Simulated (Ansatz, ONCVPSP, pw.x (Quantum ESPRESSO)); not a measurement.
## Pt (fcc): variants of one ONCV potential in the solid

- Element: platinum
- Generator: ONCVPSP 4.0.1.1 (patched build)
- Type: optimised norm-conserving Vanderbilt (ONCV)
- Functional: PBE
- Relativity: scalar-relativistic
- Frozen core: [Kr] 4d10 4f14
- Valence charge: 18
- Reference configuration: 5s2 5p6 5d9 6s1
- Partial waves: 5s+6s: rc 1.80 bohr, ncon 4, nbas 8, qcut 7.7 1/bohr, 2 projectors; 5p: rc 1.70 bohr, ncon 4, nbas 8, qcut 9.6 1/bohr, local; 5d: rc 2.45 bohr, ncon 4, nbas 9, qcut 5.6 1/bohr, 1 projector
- Local potential: the p channel
- Core correction: none

Crystal test: fcc Pt in pw.x 7.5, no spin, 14³ k-points, Fermi–Dirac smearing 0.01 Ry, cutoffs set for each file from its atomic test. The reference is all-electron LAPW (Ansatz 0.2.0) with the same functional, mesh and smearing; V0 and B0 come from Birch–Murnaghan fits to the pressures at five volumes. Errors are pseudo minus all-electron; Δ is the rms difference of the E(V) curves that follow from these fits, minima aligned, over ±6 % about the mean V0. Mesh and smearing are coarse, so the numbers serve the comparison and aren't converged zero-temperature values; the lattice is a test structure that the element need not adopt.

All-electron: a0 = 3.973 Å (V0 = 15.67 Å³/atom), B0 = 245.3 GPa.

Base: This is a poor potential for the solid.

2 further variants are left out: they gave no file fit for a test, a broken result, the same result as the base, or pressures whose basis-set error rivals the error shown.

A dash in a converged row means that the minimum lies outside the volumes sampled.

```tsv
change	cutoffs (Ry)	pw.x	a0 (Å)	a0 error (%)	B0 error (%)	Δ (meV/atom)	mean pressure error (GPa)
base	75/300	converged	3.924	-1.23	+10.8	32.3	-9.26
p: qcut 6.4	55/220	converged	–	–	–	–	-13.54
p: qcut 10	80/320	converged; bound ghost	–	–	–	–	-34.86
```

(1) Give the row for: p: qcut 7.9.

Results:

(1) pw.x: converged; mean pressure error (GPa): -12.17; a0 (Å): 3.908; a0 error (%): -1.62; B0 error (%): +14.6; Δ (meV/atom): 42.9.
